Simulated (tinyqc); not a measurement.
Worked calculation (part 1 of 2): RKS/PBE0 in the sto-3g basis, for BH2+, spin multiplicity 1. Computed by tinyqc, a small Python program that keeps every step (integrals from PySCF). Settings: charge = 1, multiplicity = 1, basis = sto-3g, energy threshold = 1e-10, iteration cap = 53, orthogonalisation = canonical, start = random, DIIS depth = 0, shift = 0.5, method = RKS, functional = pbe0, grid = [10, 26]. Command: `OMP_NUM_THREADS=1 python tinyqc.py 27222 27223 out.jsonl` (the two numbers bound the seeds that draw the settings). One thread of a shared host (Intel(R) Xeon(R) Processor @ 2.60GHz), about 0.8 s of CPU time with the checks. Later iterations appear only in the table of the cycle.

## One-electron integrals

Geometry (angstrom):
```
atom       x        y       z
B     0.0000   0.0000  0.0000
H     0.0000   1.0610  0.5320
H     0.0000  -1.0610  0.5320
```

Basis sto-3g: exponents (1/bohr^2) and contraction coefficients of normalised primitives:
```
element  l (shell)  exponent  coefficient
B            s (1)   48.7911       0.1543
B            s (1)    8.8874       0.5353
B            s (1)    2.4053       0.4446
B            s (2)    2.2370      -0.1000
B            s (2)    0.5198       0.3995
B            s (2)    0.1691       0.7001
B            p (3)    2.2370       0.1559
B            p (3)    0.5198       0.6077
B            p (3)    0.1691       0.3920
H            s (1)    3.4253       0.1543
H            s (1)    0.6239       0.5353
H            s (1)    0.1689       0.4446
```

Overlap, kinetic and nuclear-attraction integrals over the contracted functions; the nuclear repulsion is the sum of Za Zb / Rab.

nuclear repulsion = 4.707837 hartree

overlap S:
```
         1B 1s   1B 2s  1B 2px   1B 2py  1B 2pz   2H 1s    3H 1s
1B 1s   1.0000  0.2693  0.0000   0.0000  0.0000  0.0670   0.0670
1B 2s   0.2693  1.0000  0.0000   0.0000  0.0000  0.4775   0.4775
1B 2px  0.0000  0.0000  1.0000   0.0000  0.0000  0.0000   0.0000
1B 2py  0.0000  0.0000  0.0000   1.0000  0.0000  0.4373  -0.4373
1B 2pz  0.0000  0.0000  0.0000   0.0000  1.0000  0.2193   0.2193
2H 1s   0.0670  0.4775  0.0000   0.4373  0.2193  1.0000   0.0973
3H 1s   0.0670  0.4775  0.0000  -0.4373  0.2193  0.0973   1.0000
```

kinetic energy T (hartree):
```
          1B 1s    1B 2s  1B 2px   1B 2py  1B 2pz    2H 1s    3H 1s
1B 1s   10.8263  -0.0480  0.0000   0.0000  0.0000  -0.0142  -0.0142
1B 2s   -0.0480   0.3592  0.0000   0.0000  0.0000   0.0892   0.0892
1B 2px   0.0000   0.0000  1.1239   0.0000  0.0000   0.0000   0.0000
1B 2py   0.0000   0.0000  0.0000   1.1239  0.0000   0.2069  -0.2069
1B 2pz   0.0000   0.0000  0.0000   0.0000  1.1239   0.1037   0.1037
2H 1s   -0.0142   0.0892  0.0000   0.2069  0.1037   0.7600  -0.0111
3H 1s   -0.0142   0.0892  0.0000  -0.2069  0.1037  -0.0111   0.7600
```

nuclear attraction V (hartree):
```
           1B 1s    1B 2s   1B 2px   1B 2py   1B 2pz    2H 1s    3H 1s
1B 1s   -24.0391  -3.3795   0.0000   0.0000  -0.0167  -0.8479  -0.8479
1B 2s    -3.3795  -4.6313   0.0000   0.0000  -0.1454  -1.9658  -1.9658
1B 2px    0.0000   0.0000  -4.5199   0.0000   0.0000   0.0000   0.0000
1B 2py    0.0000   0.0000   0.0000  -4.7147   0.0000  -1.7033   1.7033
1B 2pz   -0.0167  -0.1454   0.0000   0.0000  -4.5689  -0.8826  -0.8826
2H 1s    -0.8479  -1.9658   0.0000  -1.7033  -0.8826  -3.6724  -0.3961
3H 1s    -0.8479  -1.9658   0.0000   1.7033  -0.8826  -0.3961  -3.6724
```

core Hamiltonian H = T + V (hartree):
```
           1B 1s    1B 2s   1B 2px   1B 2py   1B 2pz    2H 1s    3H 1s
1B 1s   -13.2128  -3.4275   0.0000   0.0000  -0.0167  -0.8621  -0.8621
1B 2s    -3.4275  -4.2721   0.0000   0.0000  -0.1454  -1.8766  -1.8766
1B 2px    0.0000   0.0000  -3.3960   0.0000   0.0000   0.0000   0.0000
1B 2py    0.0000   0.0000   0.0000  -3.5909   0.0000  -1.4964   1.4964
1B 2pz   -0.0167  -0.1454   0.0000   0.0000  -3.4450  -0.7788  -0.7788
2H 1s    -0.8621  -1.8766   0.0000  -1.4964  -0.7788  -2.9124  -0.4072
3H 1s    -0.8621  -1.8766   0.0000   1.4964  -0.7788  -0.4072  -2.9124
```

## Two-electron integrals

Functions are numbered as in S; the eight-fold symmetry (ij|kl) = (ji|kl) = (kl|ij) leaves the list below.

Two-electron integrals (ij|kl) in chemists' order, unique and non-zero (hartree):
```
(11|11) 2.9235      (21|11) 0.5184      (21|21) 0.1093      (22|11) 0.7442
(22|21) 0.1932      (22|22) 0.5448      (31|31) 0.0203      (32|31) 0.0300
(32|32) 0.1203      (33|11) 0.7425      (33|21) 0.1932      (33|22) 0.5447
(33|33) 0.5868      (41|41) 0.0203      (42|41) 0.0300      (42|42) 0.1203
(43|43) 0.0316      (44|11) 0.7425      (44|21) 0.1932      (44|22) 0.5447
(44|33) 0.5235      (44|44) 0.5868      (51|51) 0.0203      (52|51) 0.0300
(52|52) 0.1203      (53|53) 0.0316      (54|54) 0.0316      (55|11) 0.7425
(55|21) 0.1932      (55|22) 0.5447      (55|33) 0.5235      (55|44) 0.5235
(55|55) 0.5868      (61|11) 0.1287      (61|21) 0.0270      (61|22) 0.0479
(61|33) 0.0477      (61|41) 0.0018      (61|42) 0.0032      (61|44) 0.0482
(61|51) 0.0009      (61|52) 0.0016      (61|54) 2.96e-04    (61|55) 0.0478
(61|61) 0.0069      (62|11) 0.2871      (62|21) 0.0756      (62|22) 0.2316
(62|33) 0.2252      (62|41) 0.0075      (62|42) 0.0438      (62|44) 0.2404
(62|51) 0.0037      (62|52) 0.0220      (62|54) 0.0076      (62|55) 0.2291
(62|61) 0.0199      (62|62) 0.1314      (63|31) 0.0079      (63|32) 0.0360
(63|43) 0.0084      (63|53) 0.0042      (63|63) 0.0152      (64|11) 0.2326
(64|21) 0.0621      (64|22) 0.2008      (64|33) 0.1901      (64|41) 0.0132
(64|42) 0.0709      (64|44) 0.2190      (64|51) 0.0027      (64|52) 0.0175
(64|54) 0.0103      (64|55) 0.1931      (64|61) 0.0172      (64|62) 0.1337
(64|64) 0.1485      (65|11) 0.1166      (65|21) 0.0311      (65|22) 0.1007
(65|33) 0.0953      (65|41) 0.0027      (65|42) 0.0175      (65|44) 0.1014
(65|51) 0.0092      (65|52) 0.0448      (65|54) 0.0114      (65|55) 0.1052
(65|61) 0.0086      (65|62) 0.0670      (65|64) 0.0668      (65|65) 0.0488
(66|11) 0.4386      (66|21) 0.1176      (66|22) 0.4058      (66|33) 0.3814
(66|41) 0.0148      (66|42) 0.1131      (66|44) 0.4395      (66|51) 0.0074
(66|52) 0.0567      (66|54) 0.0291      (66|55) 0.3960      (66|61) 0.0317
(66|62) 0.2871      (66|64) 0.3188      (66|65) 0.1598      (66|66) 0.7746
(71|11) 0.1287      (71|21) 0.0270      (71|22) 0.0479      (71|33) 0.0477
(71|41) -0.0018     (71|42) -0.0032     (71|44) 0.0482      (71|51) 0.0009
(71|52) 0.0016      (71|54) -2.96e-04   (71|55) 0.0478      (71|61) 0.0066
(71|62) 0.0181      (71|64) 0.0141      (71|65) 0.0079      (71|66) 0.0279
(71|71) 0.0069      (72|11) 0.2871      (72|21) 0.0756      (72|22) 0.2316
(72|33) 0.2252      (72|41) -0.0075     (72|42) -0.0438     (72|44) 0.2404
(72|51) 0.0037      (72|52) 0.0220      (72|54) -0.0076     (72|55) 0.2291
(72|61) 0.0181      (72|62) 0.0879      (72|64) 0.0658      (72|65) 0.0437
(72|66) 0.1476      (72|71) 0.0199      (72|72) 0.1314      (73|31) 0.0079
(73|32) 0.0360      (73|43) -0.0084     (73|53) 0.0042      (73|63) 0.0093
(73|73) 0.0152      (74|11) -0.2326     (74|21) -0.0621     (74|22) -0.2008
(74|33) -0.1901     (74|41) 0.0132      (74|42) 0.0709      (74|44) -0.2190
(74|51) -0.0027     (74|52) -0.0175     (74|54) 0.0103      (74|55) -0.1931
(74|61) -0.0141     (74|62) -0.0658     (74|64) -0.0415     (74|65) -0.0321
(74|66) -0.1038     (74|71) -0.0172     (74|72) -0.1337     (74|74) 0.1485
(75|11) 0.1166      (75|21) 0.0311      (75|22) 0.1007      (75|33) 0.0953
(75|41) -0.0027     (75|42) -0.0175     (75|44) 0.1014      (75|51) 0.0092
(75|52) 0.0448      (75|54) -0.0114     (75|55) 0.1052      (75|61) 0.0079
(75|62) 0.0437      (75|64) 0.0321      (75|65) 0.0305      (75|66) 0.0770
(75|71) 0.0086      (75|72) 0.0670      (75|74) -0.0668     (75|75) 0.0488
(76|11) 0.0581      (76|21) 0.0153      (76|22) 0.0468      (76|33) 0.0456
(76|44) 0.0473      (76|51) 0.0013      (76|52) 0.0076      (76|55) 0.0475
(76|61) 0.0039      (76|62) 0.0225      (76|64) 0.0200      (76|65) 0.0125
(76|66) 0.0441      (76|71) 0.0039      (76|72) 0.0225      (76|74) -0.0200
(76|75) 0.0125      (76|76) 0.0048      (77|11) 0.4386      (77|21) 0.1176
(77|22) 0.4058      (77|33) 0.3814      (77|41) -0.0148     (77|42) -0.1131
(77|44) 0.4395      (77|51) 0.0074      (77|52) 0.0567      (77|54) -0.0291
(77|55) 0.3960      (77|61) 0.0279      (77|62) 0.1476      (77|64) 0.1038
(77|65) 0.0770      (77|66) 0.2488      (77|71) 0.0317      (77|72) 0.2871
(77|74) -0.3188     (77|75) 0.1598      (77|76) 0.0441      (77|77) 0.7746
```

## Orthogonalisation

S = U s U^T; canonical form X = U s^(-1/2), so that X^T S X = 1. Each column of U has its largest component positive (the first on a tie).

eigenvalues of S: 0.2844  0.3310  0.8674  1.0000  1.0855  1.5717  1.8600

X:
```
              1        2        3       4        5        6       7
1B 1s   -0.3182   0.0000   0.7949  0.0000  -0.5673   0.0000  0.1992
1B 2s    1.2766   0.0000  -0.3007  0.0000  -0.2485   0.0000  0.4585
1B 2px   0.0000   0.0000   0.0000  1.0000   0.0000   0.0000  0.0000
1B 2py   0.0000   1.1799   0.0000  0.0000   0.0000   0.5857  0.0000
1B 2pz   0.5313   0.0000   0.6033  0.0000   0.7069   0.0000  0.1819
2H 1s   -0.8669  -0.9025  -0.1824  0.0000   0.1378   0.3829  0.3568
3H 1s   -0.8669   0.9025  -0.1824  0.0000   0.1378  -0.3829  0.3568
```

## Starting guess

The start is random orthonormal orbitals; D = 2 C_occ C_occ^T.

D at the start:
```
          1B 1s    1B 2s   1B 2px   1B 2py   1B 2pz    2H 1s    3H 1s
1B 1s    1.2691  -0.6009  -0.4770   0.8237  -0.4189   0.0657   1.1973
1B 2s   -0.6009   0.4038   0.1685  -0.4479  -0.1622   0.1778  -0.8442
1B 2px  -0.4770   0.1685   0.2323  -0.0895   0.3198  -0.3528  -0.3094
1B 2py   0.8237  -0.4479  -0.0895   2.0156  -0.1804  -1.7793   0.9660
1B 2pz  -0.4189  -0.1622   0.3198  -0.1804   1.2330  -0.5541   0.4400
2H 1s    0.0657   0.1778  -0.3528  -1.7793  -0.5541   2.4068  -0.4879
3H 1s    1.1973  -0.8442  -0.3094   0.9660   0.4400  -0.4879   1.7764
```

## Iteration 1: exchange-correlation on the grid

Becke grid with 10 radial and 26 angular points per atom, points of zero weight dropped. rho = sum D_ij phi_i phi_j; V_xc,ij = sum w v_xc phi_i phi_j plus the gradient terms; v_xc is d(rho eps)/d rho at fixed gradient. Exact exchange is left to K.

The 16 grid points with the largest w rho, of 776 (bohr, atomic units):
```
x              y        z       w     rho  |grad rho|^2   eps_xc     v_xc
0.0000    0.0000  -1.7199  1.6372  0.0648        0.0134  -0.2728  -0.3424
0.0000   -1.2161  -1.2161  1.2932  0.0699        0.0176  -0.2797  -0.3487
0.0000    1.2161  -1.2161  1.2932  0.0631        0.0132  -0.2709  -0.3388
0.0000    0.0000   1.7199  1.5724  0.0484        0.0081  -0.2510  -0.3096
0.0000   -0.9580   0.0000  0.3280  0.2188        0.0532  -0.3917  -0.5120
0.0000    0.0000  -0.9580  0.3365  0.2032        0.0992  -0.3829  -0.4971
-1.2161   0.0000  -1.2161  1.3097  0.0517        0.0093  -0.2560  -0.3164
-0.9930  -0.9930  -0.9930  1.0969  0.0593        0.0129  -0.2666  -0.3297
-0.9930   0.9930  -0.9930  1.0969  0.0559        0.0106  -0.2616  -0.3250
0.0000    0.6774  -0.6774  0.2691  0.2217        0.1876  -0.3941  -0.5053
0.0000   -0.6774  -0.6774  0.2691  0.2102        0.0474  -0.3870  -0.5058
0.9930   -0.9930  -0.9930  1.0969  0.0488        0.0096  -0.2529  -0.3069
0.0000   -0.6774   0.6774  0.2597  0.2060        0.0216  -0.3851  -0.5031
1.2161    0.0000   1.2161  1.2919  0.0399        0.0064  -0.2387  -0.2870
1.2161   -1.2161   0.0000  1.1259  0.0453        0.0095  -0.2490  -0.2961
-1.2161  -1.2161   0.0000  1.1259  0.0442        0.0079  -0.2458  -0.2968
```

electrons on the grid, sum of w rho = 6.0112

E_xc = sum of w rho eps_xc = -2.595684 hartree

V_xc (hartree):
```
          1B 1s    1B 2s   1B 2px   1B 2py   1B 2pz    2H 1s    3H 1s
1B 1s   -1.2277  -0.1962   0.0070  -0.0056   0.0087  -0.0487  -0.0489
1B 2s   -0.1962  -0.3237   0.0056   0.0264   0.0155  -0.1425  -0.1612
1B 2px   0.0070   0.0056  -0.2833   0.0052  -0.0129   0.0023   0.0000
1B 2py  -0.0056   0.0264   0.0052  -0.3441   0.0159  -0.1303   0.1582
1B 2pz   0.0087   0.0155  -0.0129   0.0159  -0.3416  -0.0628  -0.0759
2H 1s   -0.0487  -0.1425   0.0023  -0.1303  -0.0628  -0.3566  -0.0297
3H 1s   -0.0489  -0.1612   0.0000   0.1582  -0.0759  -0.0297  -0.3714
```

## Iteration 1: building the Kohn-Sham matrix

J_ij = sum D_kl (ij|kl), K_ij = sum D_kl (ik|jl); F = H + J - 0.125 K + V_xc; E = tr D H + tr D J / 2 - 0.0625 tr D K + E_xc + E_nn.

Coulomb J (hartree):
```
          1B 1s    1B 2s   1B 2px   1B 2py   1B 2pz    2H 1s    3H 1s
1B 1s    6.3890   1.3740  -0.0197   0.0002  -0.0164   0.3402   0.3416
1B 2s    1.3740   3.1669  -0.0357  -0.0552   0.0340   1.3834   1.4269
1B 2px  -0.0197  -0.0357   3.0728  -0.0064   0.0147  -0.0107  -0.0072
1B 2py   0.0002  -0.0552  -0.0064   3.2482  -0.0177   1.2222  -1.2891
1B 2pz  -0.0164   0.0340   0.0147  -0.0177   3.1716   0.6222   0.6476
2H 1s    0.3402   1.3834  -0.0107   1.2222   0.6222   2.6728   0.2827
3H 1s    0.3416   1.4269  -0.0072  -1.2891   0.6476   0.2827   2.7539
```

exchange K (hartree):
```
          1B 1s    1B 2s   1B 2px   1B 2py   1B 2pz    2H 1s    3H 1s
1B 1s    3.5035   0.6776  -0.3630   0.2877  -0.2153   0.2734   0.3029
1B 2s    0.6776   0.6458  -0.1674  -0.1366  -0.1016   0.4216   0.4119
1B 2px  -0.3630  -0.1674   0.2570  -0.0583   0.1116  -0.1254  -0.0750
1B 2py   0.2877  -0.1366  -0.0583   0.6632  -0.3224   0.1060  -0.4535
1B 2pz  -0.2153  -0.1016   0.1116  -0.3224   0.8839   0.0464   0.4474
2H 1s    0.2734   0.4216  -0.1254   0.1060   0.0464   0.9018   0.1652
3H 1s    0.3029   0.4119  -0.0750  -0.4535   0.4474   0.1652   1.0135
```

Kohn-Sham matrix F (hartree):
```
          1B 1s    1B 2s   1B 2px   1B 2py   1B 2pz    2H 1s    3H 1s
1B 1s   -8.4894  -2.3344   0.0328  -0.0414   0.0025  -0.6048  -0.6072
1B 2s   -2.3344  -1.5097  -0.0092  -0.0118  -0.0832  -0.6884  -0.6624
1B 2px   0.0328  -0.0092  -0.6386   0.0060  -0.0122   0.0072   0.0022
1B 2py  -0.0414  -0.0118   0.0060  -0.7697   0.0385  -0.4178   0.4222
1B 2pz   0.0025  -0.0832  -0.0122   0.0385  -0.7255  -0.2252  -0.2631
2H 1s   -0.6048  -0.6884   0.0072  -0.4178  -0.2252  -0.7090  -0.1749
3H 1s   -0.6072  -0.6624   0.0022   0.4222  -0.2631  -0.1749  -0.6565
```

total energy of this density = -17.210949 hartree

## Iteration 1: diagonalisation and new density

A level shift of 0.5 hartree raises the virtual space: F + shift (S - S D(s) S), with D(s) the density of one spin (D/2). Diagonalise F' = X^T F X, C = X C', fill 3 alpha and 3 beta electrons from the bottom; D = 2 C_occ C_occ^T. Each column has its largest component positive (the first on a tie).

F' = X^T F X (hartree):
```
         1        2        3        4        5        6        7
1   0.1138   0.0077   0.6836  -0.1158  -0.5681   0.0102   0.2451
2   0.0077   0.0379  -0.2408   0.0081   0.0864  -0.0931   0.1211
3   0.6836  -0.2408  -4.0368   0.0449   3.2646   0.0973  -2.0282
4  -0.1158   0.0081   0.0449  -0.1967  -0.1223   0.0326   0.0945
5  -0.5681   0.0864   3.2646  -0.1223  -3.5061   0.2272   1.7560
6   0.0102  -0.0931   0.0973   0.0326   0.2272  -0.4234   0.0637
7   0.2451   0.1211  -2.0282   0.0945   1.7560   0.0637  -1.8288
```

orbital energies (hartree): MO1 -8.2855, MO2 -0.8440, MO3 -0.6342, MO4 -0.2606, MO5 -0.2091, MO6 0.1202, MO7 0.2732

coefficients C:
```
            MO1      MO2      MO3      MO4      MO5      MO6      MO7
1B 1s    0.9995  -0.1095  -0.2021   0.0187  -0.0505   0.1465   0.1361
1B 2s   -0.0121   0.2808   0.6093  -0.1341   0.3654  -0.6002  -1.0150
1B 2px  -0.0192   0.0209  -0.1527   0.0074   0.9601   0.0565   0.2256
1B 2py   0.0283  -0.4639   0.0204   0.7772  -0.0120  -0.9042   0.3113
1B 2pz  -0.0159   0.5600  -0.4736   0.5558   0.0439  -0.0190  -0.5742
2H 1s    0.0066   0.2451   0.5135   0.0988  -0.1244   1.1006   0.5762
3H 1s    0.0386   0.2588  -0.1797   0.0369  -0.2659  -0.6351   1.1472
```

D after iteration 1:
```
          1B 1s    1B 2s   1B 2px   1B 2py   1B 2pz    2H 1s    3H 1s
1B 1s    2.1035  -0.3319   0.0188   0.1499   0.0370  -0.2480   0.0931
1B 2s   -0.3319   0.9004  -0.1739  -0.2363  -0.2622   0.7632  -0.0746
1B 2px   0.0188  -0.1739   0.0483  -0.0267   0.1687  -0.1469   0.0643
1B 2py   0.1499  -0.2363  -0.0267   0.4329  -0.5398  -0.2061  -0.2453
1B 2pz   0.0370  -0.2622   0.1687  -0.5398   1.0764  -0.2121   0.4589
2H 1s   -0.2480   0.7632  -0.1469  -0.2061  -0.2121   0.6476  -0.0572
3H 1s    0.0931  -0.0746   0.0643  -0.2453   0.4589  -0.0572   0.2016
```

## Iteration 2: exchange-correlation on the grid

As before.

The 16 grid points with the largest w rho, of 776 (bohr, atomic units):
```
x              y        z       w      rho  |grad rho|^2   eps_xc     v_xc
0.0000    0.0000  -1.7199  1.6372   0.0714        0.0171  -0.2810  -0.3525
0.0000    0.0000   1.7199  1.5724   0.0619        0.0120  -0.2690  -0.3377
0.0000    1.2161  -1.2161  1.2932   0.0751        0.0174  -0.2848  -0.3599
-1.2161   0.0000  -1.2161  1.3097   0.0600        0.0126  -0.2673  -0.3320
-0.9930   0.9930  -0.9930  1.0969   0.0678        0.0148  -0.2765  -0.3473
0.0000    0.0000  -0.9580  0.3365   0.2096        0.0790  -0.3864  -0.5038
0.0000   -0.6774   0.6774  0.2597   0.2515        0.0442  -0.4089  -0.5347
0.0000    0.6774  -0.6774  0.2691   0.2156        0.0868  -0.3898  -0.5081
0.9930   -0.9930   0.9930  0.7243   0.0779        0.0173  -0.2876  -0.3656
0.0000    0.0000   0.9580  0.3362   0.1661        0.0795  -0.3606  -0.4648
-0.9930  -0.9930   0.9930  0.7243   0.0735        0.0159  -0.2828  -0.3583
1.2161    0.0000   1.2161  1.2919   0.0383        0.0060  -0.2363  -0.2821
0.9930    0.9930  -0.9930  1.0969   0.0447        0.0077  -0.2463  -0.2992
0.0000   -0.9580   0.0000  0.3280   0.1489        0.0450  -0.3484  -0.4525
-1.2161   0.0000   1.2161  1.2919   0.0378        0.0052  -0.2342  -0.2840
0.0000    0.1877   0.0000  0.0042  11.5774    13787.2376  -1.4126  -1.6392
```

electrons on the grid, sum of w rho = 5.9997

E_xc = sum of w rho eps_xc = -3.301532 hartree

V_xc (hartree):
```
          1B 1s    1B 2s   1B 2px   1B 2py   1B 2pz    2H 1s    3H 1s
1B 1s   -1.4132  -0.2173   0.0022   0.0018   0.0014  -0.0538  -0.0549
1B 2s   -0.2173  -0.3359   0.0183   0.0099   0.0003  -0.1485  -0.1549
1B 2px   0.0022   0.0183  -0.3017   0.0049  -0.0059   0.0059   0.0029
1B 2py   0.0018   0.0099   0.0049  -0.3460   0.0214  -0.1336   0.1429
1B 2pz   0.0014   0.0003  -0.0059   0.0214  -0.3564  -0.0655  -0.0758
2H 1s   -0.0538  -0.1485   0.0059  -0.1336  -0.0655  -0.3206  -0.0304
3H 1s   -0.0549  -0.1549   0.0029   0.1429  -0.0758  -0.0304  -0.3100
```

## Iteration 2: building the Kohn-Sham matrix

As before.

Coulomb J (hartree):
```
          1B 1s    1B 2s   1B 2px   1B 2py   1B 2pz    2H 1s    3H 1s
1B 1s    8.4293   1.7068  -0.0110  -0.0057   0.0016   0.4231   0.4251
1B 2s    1.7068   3.4850  -0.0467  -0.0139   0.0396   1.4689   1.4809
1B 2px  -0.0110  -0.0467   3.4185  -0.0052   0.0100  -0.0145  -0.0111
1B 2py  -0.0057  -0.0139  -0.0052   3.5179  -0.0333   1.2647  -1.2818
1B 2pz   0.0016   0.0396   0.0100  -0.0333   3.5061   0.6406   0.6606
2H 1s    0.4231   1.4689  -0.0145   1.2647   0.6406   2.6101   0.2987
3H 1s    0.4251   1.4809  -0.0111  -1.2818   0.6606   0.2987   2.6105
```

exchange K (hartree):
```
          1B 1s    1B 2s   1B 2px   1B 2py   1B 2pz    2H 1s    3H 1s
1B 1s    5.9386   1.0807  -0.0291   0.0143  -0.0054   0.2698   0.2939
1B 2s    1.0807   1.1909  -0.1330  -0.0403   0.0334   0.6871   0.5911
1B 2px  -0.0291  -0.1330   0.2688  -0.0567   0.0855  -0.0876  -0.0049
1B 2py   0.0143  -0.0403  -0.0567   0.6674  -0.4300   0.2495  -0.4556
1B 2pz  -0.0054   0.0334   0.0855  -0.4300   0.9274   0.0544   0.4661
2H 1s    0.2698   0.6871  -0.0876   0.2495   0.0544   0.7923   0.2280
3H 1s    0.2939   0.5911  -0.0049  -0.4556   0.4661   0.2280   0.7884
```

Kohn-Sham matrix F (hartree):
```
          1B 1s    1B 2s   1B 2px   1B 2py   1B 2pz    2H 1s    3H 1s
1B 1s   -6.9390  -2.0730  -0.0051  -0.0057  -0.0131  -0.5265  -0.5286
1B 2s   -2.0730  -1.2720  -0.0118   0.0011  -0.1096  -0.6422  -0.6245
1B 2px  -0.0051  -0.0118  -0.3128   0.0067  -0.0066   0.0023  -0.0076
1B 2py  -0.0057   0.0011   0.0067  -0.5024   0.0419  -0.3965   0.4145
1B 2pz  -0.0131  -0.1096  -0.0066   0.0419  -0.4113  -0.2106  -0.2523
2H 1s   -0.5265  -0.6422   0.0023  -0.3965  -0.2106  -0.7219  -0.1674
3H 1s   -0.5286  -0.6245  -0.0076   0.4145  -0.2523  -0.1674  -0.7104
```

total energy of this density = -24.726316 hartree
